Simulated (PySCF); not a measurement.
## Working with the constants of BP

ROHF-CCSD(T) constants of BP, ³Π (triplet), unpaired electrons σ ↑, π ↑ (PySCF, no relativity, basis sets B def2-TZVPPD, P def2-TZVPPD; masses 11.0093 and 30.9738 u):

- ωe: 939.0 cm⁻¹
- ωexe: 6.26 cm⁻¹
- Be: 0.67372 cm⁻¹
- αe: 0.00584 cm⁻¹
- D (centrifugal): 1.39e-06 cm⁻¹
- De to B + P: 3.13 eV

Task: Give the vibrational terms G(v) and spacings up to v = 6.

Result: G(v) = ωe(v+½) − ωexe(v+½)².

| v | G(v) (cm⁻¹) | G(v) − G(v−1) | Bv (cm⁻¹) |
| --- | --- | --- | --- |
| 0 | 467.9 |  | 0.6708 |
| 1 | 1394.4 | 926.5 | 0.6650 |
| 2 | 2308.4 | 914.0 | 0.6591 |
| 3 | 3209.8 | 901.4 | 0.6533 |
| 4 | 4098.7 | 888.9 | 0.6474 |
| 5 | 4975.1 | 876.4 | 0.6416 |
| 6 | 5839.0 | 863.9 | 0.6358 |

Task: How well does the Morse estimate ωe²/(4ωexe) reproduce De, and what is D0?

Result: It gives 4.37 eV, 139 % of the computed De. D0 = De − G(0) = 3.13 − 0.06 = 3.07 eV.

Correlated steps freeze 6 core orbitals. The state is the lowest determinant that a PBE0 search found; another state may lie lower at other levels.
